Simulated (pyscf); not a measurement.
H₃C–CH₂–NH₂ + hydrogen (H₂) → ethane (H₃C–CH₃) + ammonia (NH₃), a four-centre exchange (singlet surface; C–N, H–H broken, C–H, H–N formed). Structures and frequencies: ωB97X-D3(BJ)/def2-SVP in PySCF. Energies in kcal/mol from the separated reactants.

AM1 to PM7: differences of heats of formation from MOPAC, which are fitted to 298 K values and so differ in kind from electronic energies by zero-point and thermal terms. 

Q: In single points PM3 puts the saddle at 120.8 kcal/mol and the reaction energy at +3.7 kcal/mol. Should these be trusted to within a few kcal/mol? Compare with ωB97M-D3(BJ)/def2-TZVP.

A: ωB97M-D3(BJ)/def2-TZVP gives ΔE‡ = 94.5 kcal/mol and ΔE = -22.3 kcal/mol. PM3 lies 26.3 kcal/mol over it in the barrier and 26.0 kcal/mol over it in the reaction energy, so on this step it does not hold to within 3.0 kcal/mol. ωB97M-D3(BJ)/def2-TZVP has limits of its own. From the product side, CH₃• + CH₃• + NH₃ lies, by one bond made or cut, 18.8 kcal/mol under this saddle at ωB97M-D3(BJ)/def2-TZVP. The same reactants have a lower exit, to CH₃• + •H₂C–NH₂ + H₂ (no saddle counted: cutting one bond costs +88.3 kcal/mol at ωB97M-D3(BJ)/def2-TZVP, against +94.5 kcal/mol here). This is the saddle that the search found; another between the same sides may lie lower.
